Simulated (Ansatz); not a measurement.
**CH₆AlO+ (SMILES [OH2+][CH2][AlH2]): single points off equilibrium**

A test off equilibrium: a structure displaced at random from a GFN2-xTB minimum is computed at several levels, and each is set against CCSD(T).

Program: Ansatz 0.2.0, Gaussian basis. Level of theory: single points in def2-TZVPP. These are calculated values, not measurements.

Cores are frozen in the correlated methods.

## (1) Starting geometry

9 atoms, charge 1, spin multiplicity 1.

Atoms are counted from 1 here; the program's logs count them from 0.

Bond lengths: O1–C2 1.596 Å, O1–H4 0.947 Å, O1–H5 1.040 Å, C2–Al3 2.149 Å, C2–H6 1.050 Å, C2–H7 1.134 Å, Al3–H8 1.578 Å, Al3–H9 1.544 Å. Angles: C2–O1–H4 116.1°, C2–O1–H5 108.0°, H4–O1–H5 114.2°, O1–C2–Al3 98.3°, O1–C2–H6 103.6°, O1–C2–H7 104.5°, Al3–C2–H6 115.7°, Al3–C2–H7 122.9°, H6–C2–H7 108.7°, C2–Al3–H8 129.5°, C2–Al3–H9 103.0°, H8–Al3–H9 127.4°.

Coordinates:

```
atom     x (Å)     y (Å)     z (Å)
  O1   0.05330   0.18820  -1.38460
  C2   0.64540   0.64830   0.02420
 Al3  -0.30150  -0.83460   1.25800
  H4  -0.24020   0.88110  -1.96000
  H5  -0.65760  -0.55010  -1.20790
  H6   0.28520   1.62870   0.13420
  H7   1.76640   0.68860  -0.13900
  H8   0.01830  -1.25630   2.74460
  H9  -1.33510  -1.47170   0.30360
```

## (2) CCSD(T)/def2-TZVPP

Input file run/in.yaml:

```yaml
crystal:
  periodic: [false, false, false]
  atoms:
    - {symbol: O, position_ang: [0.053300, 0.188200, -1.384600]}
    - {symbol: C, position_ang: [0.645400, 0.648300, 0.024200]}
    - {symbol: Al, position_ang: [-0.301500, -0.834600, 1.258000]}
    - {symbol: H, position_ang: [-0.240200, 0.881100, -1.960000]}
    - {symbol: H, position_ang: [-0.657600, -0.550100, -1.207900]}
    - {symbol: H, position_ang: [0.285200, 1.628700, 0.134200]}
    - {symbol: H, position_ang: [1.766400, 0.688600, -0.139000]}
    - {symbol: H, position_ang: [0.018300, -1.256300, 2.744600]}
    - {symbol: H, position_ang: [-1.335100, -1.471700, 0.303600]}
basis:
  gaussian: {orbitals: def2-TZVPP}
total_charge: 1
correlation: {method: ccsd_t}
output: {forces: true}
```

The command line of these runs was not kept.

## (3) PBE0-D4/def2-TZVPP

Changes to run/in.yaml since step 2:

```diff
@@ -15,3 +15,3 @@
 total_charge: 1
-correlation: {method: ccsd_t}
-output: {forces: true}
+hamiltonian: {xc: pbe0, dispersion: d4}
+output: {forces: true, orbitals: {seedname: orbitals}}
```

## (4) wB97M-V/def2-TZVPP

Changes to run/in.yaml since step 3:

```diff
@@ -15,3 +15,3 @@
 total_charge: 1
-hamiltonian: {xc: pbe0, dispersion: d4}
-output: {forces: true, orbitals: {seedname: orbitals}}
+hamiltonian: {xc: {name: wB97M-V}}
+output: {forces: true}
```

## (5) r2SCAN-D4/def2-TZVPP

Changes to run/in.yaml since step 4:

```diff
@@ -15,3 +15,3 @@
 total_charge: 1
-hamiltonian: {xc: {name: wB97M-V}}
+hamiltonian: {xc: r2scan, dispersion: d4}
 output: {forces: true}
```

## (6) PBE-D4/def2-TZVPP

Changes to run/in.yaml since step 5:

```diff
@@ -15,3 +15,3 @@
 total_charge: 1
-hamiltonian: {xc: r2scan, dispersion: d4}
+hamiltonian: {xc: pbe, dispersion: d4}
 output: {forces: true}
```

## (7) r2SCAN0-D4/def2-TZVPP

Changes to run/in.yaml since step 6:

```diff
@@ -15,3 +15,3 @@
 total_charge: 1
-hamiltonian: {xc: pbe, dispersion: d4}
+hamiltonian: {xc: {name: r2SCAN0}, dispersion: d4}
 output: {forces: true}
```

## (8) B97M-V/def2-TZVPP

Changes to run/in.yaml since step 7:

```diff
@@ -15,3 +15,3 @@
 total_charge: 1
-hamiltonian: {xc: {name: r2SCAN0}, dispersion: d4}
+hamiltonian: {xc: {name: B97M-V}}
 output: {forces: true}
```

(Steps that only read results are left out.)

Before running it: what results should come out? Wanted: energy less free atoms, CCSD(T)/def2-TZVPP; RMS force component; RMS force error; HOMO and LUMO, PBE0-D4; T1 diagnostic.

The runs gave:

```
                                  quantity                                                                                             value
energy less free atoms, CCSD(T)/def2-TZVPP                                                                                        -20.384 eV
                       RMS force component                                                              0.980 to 1.016 eV/Å over the methods
                           RMS force error  PBE0-D4 0.096, wB97M-V 0.054, r2SCAN-D4 0.082, PBE-D4 0.226, r2SCAN0-D4 0.109, B97M-V 0.087 eV/Å
                    HOMO and LUMO, PBE0-D4                                                                               -13.71 and -6.42 eV
                             T1 diagnostic                                                                                             0.011
```

In words: Against CCSD(T) the functionals' energies less atoms differ by -0.798 to -0.142 eV, PBE-D4 by -0.798 eV. The reference is not at the basis limit: in triple zeta CCSD(T) underbinds, which counts against methods that bind more; the gaps are no ranking. On forces the order runs from wB97M-V to PBE-D4. Frozen-core CCSD(T) forces in triple zeta carry basis errors of their own, and this is one geometry, so small gaps rank nothing.
